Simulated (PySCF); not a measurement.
Species: H3O4P.
Geometry (PBE0-D3(BJ)/def2-TZVP, Å), atoms numbered from 1 in this order:
```xyz
8
H3O4P angstrom
O     -0.0377   -0.1201    1.7746
P     -0.1027   -0.0475    0.3233
O     -0.5223    1.3311   -0.3407
O      1.2817   -0.3506   -0.4129
O     -1.1598   -1.0311   -0.3154
H     -0.0646    2.0830    0.0488
H      1.8514   -0.8877    0.1482
H     -1.1981   -0.9958   -1.2768
```

Computed with PySCF at wB97X-D/pcSseg-2, non-relativistic, on one gas-phase PBE0-D3(BJ)/def2-TZVP geometry that isn't relaxed in the solvent. The solvent is an IEF-PCM continuum (Bondi radii, 1.10 Å for H, scaled by 1.2). Only the electrostatic response of the medium enters.

Gas phase at wB97X-D/pcSseg-2: HOMO -10.78 eV, LUMO 1.59 eV, dipole 3.32 D.

**Question.** What does the continuum do to the energy, the frontier levels and the dipole at wB97X-D/pcSseg-2 in chloroform?

**Answer.** 
```csv
solvent,ε,E(solvent) − E(gas) (kJ/mol),polarisation term (kJ/mol),distortion of the solute (kJ/mol),HOMO (eV),LUMO (eV),dipole (D)
chloroform,4.711,-47.39,-51.67,4.28,-10.96,2.01,3.90
```

Polarisation term: ½ Σ q·V over the induced surface charges. Distortion: the rise of the solute's own energy as its density leaves the gas-phase optimum.

**Question.** Which radius a makes the point-dipole formula ΔE = −[(ε − 1)/(2ε + 1)]·μ²/a³ give the value in chloroform, with the gas-phase dipole?

**Answer.** μ = 1.307 au and |ΔE| = 0.01805 Eh give a = 1.71 Å; the farthest nucleus lies 2.09 Å from the centroid of the nuclei, so such a sphere wouldn't even hold the nuclei. The formula assumes a rigid point dipole at the centre of a sphere.

**Question.** Give the dipole vector in the frame of the coordinates (D, pointing from negative to positive charge), gas and chloroform.

**Answer.** Gas (1.46, 0.59, -2.92), solvent (1.71, 0.69, -3.44). Its length changes by +17 % and its direction by less than 1°.

wB97X-D is run here without its empirical dispersion term; that term would change no orbital, density or response property at a fixed geometry.
